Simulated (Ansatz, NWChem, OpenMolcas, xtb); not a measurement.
## How methods differ on C2H6Si (SMILES C[Si]C)

C2H6Si has 9 atoms, charge 0, and is taken as a singlet. As SMILES, `C[Si]C`. Geometry: relaxed at PBE0-D4/def2-TZVP.

```xyz
9

C    -0.5274    1.0473   -0.8053
Si    0.8968   -0.1997   -0.9128
C     0.6019   -1.0694    0.7460
H    -1.4307    0.4804   -1.0822
H    -0.4397    1.8750   -1.5110
H    -0.7035    1.4367    0.2026
H    -0.4556   -1.1930    1.0010
H     1.1179   -2.0266    0.8373
H     1.0288   -0.3970    1.5071
```

Quantity: the HOMO–LUMO gap, in eV. The values are calculated.

```json
{"level": "GFN0-xTB", "kind": "semi-empirical", "program": "xtb", "value (eV)": "1.50", "CPU time": "under 2 s"}
{"level": "HF/6-311+G**", "kind": "Hartree–Fock", "program": "OpenMolcas", "value (eV)": "9.14", "CPU time": "20 s"}
{"level": "SVWN5/6-311+G**", "kind": "LDA", "program": "NWChem", "value (eV)": "1.89", "CPU time": "14 s"}
{"level": "PBE/6-311+G**", "kind": "GGA", "program": "Ansatz", "value (eV)": "1.97", "CPU time": "5.7 s"}
{"level": "M06-L/6-311+G**", "kind": "meta-GGA", "program": "OpenMolcas", "value (eV)": "2.37", "CPU time": "80 s"}
{"level": "r2SCAN0/6-311+G**", "kind": "hybrid meta-GGA", "program": "Ansatz", "value (eV)": "4.03", "CPU time": "12 s"}
{"level": "wB97M-V/6-311+G**", "kind": "range-separated hybrid", "program": "Ansatz", "value (eV)": "7.81", "CPU time": "66 s"}
{"level": "wB97X/6-311+G**", "kind": "range-separated hybrid", "program": "Ansatz", "value (eV)": "8.16", "CPU time": "24 s"}
{"level": "B2PLYP/6-311+G**", "kind": "double hybrid", "program": "OpenMolcas", "value (eV)": "5.91", "CPU time": "45 s"}
```

The values span 1.50 to 9.14 eV. Orbital gaps aren't excitation energies, and those of double hybrids come from the SCF part alone; they tend to grow with the share of exact exchange. CPU times are rough (shared hosts, several kinds of processor and program).
